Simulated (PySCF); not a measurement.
## Deuteron quadrupole couplings in [SiH5]-

[SiH5]- (charge -1).
Geometry (PBE0-D3(BJ)/def2-SVP, Å), atoms numbered from 1 in this order:
```xyz
6
SiH5 angstrom
Si     0.000    0.000    0.000
H     -0.020   -0.007    1.631
H      0.021    0.008   -1.631
H      1.546    0.013    0.023
H     -0.784    1.333   -0.004
H     -0.762   -1.346   -0.019
```

Level: PBE0/pcSseg-1 (PySCF, non-relativistic); Q(2H) = 0.00286 b; rigid geometry, the same for H and D, with no vibrational averaging.

Q: Tabulate Vzz, the asymmetry η and χzz = 234.96 MHz × Q × Vzz for every hydrogen position.

A: 
```
atom  bonded to  bond length (Å)  Vzz (au)     η  χzz (kHz)
  H2        Si1            1.632    0.0831  0.00         56
  H3        Si1            1.631    0.0832  0.00         56
  H4        Si1            1.546    0.1232  0.09         83
  H5        Si1            1.546    0.1231  0.09         83
  H6        Si1            1.547    0.1231  0.09         83
```

Q: Give the 2H NMR doublet splittings at H2 for a magnetic field along the z, y and x axes of the gradient: 3χ/2, 3χ(1 + η)/4, 3χ(1 − η)/4.

A: With |χ| = 55.8 kHz and η = 0.000: 84, 42 and 42 kHz, to first order and without motion.

Geometry: PBE0-D3(BJ)/def2-SVP; no solvent, vibrations or thermal averaging. The pcSseg-1 basis has no diffuse functions, a weakness for an anion. The HOMO energy is positive at this level (+0.22 eV), so the outermost electrons may be held by the finite basis alone. The small basis limits the accuracy of the gradients.

These values come from a run that also computed NMR shieldings. Hardware: an Arm Neoverse V2 with one thread (shared host). Cost: 1.3 s wall.
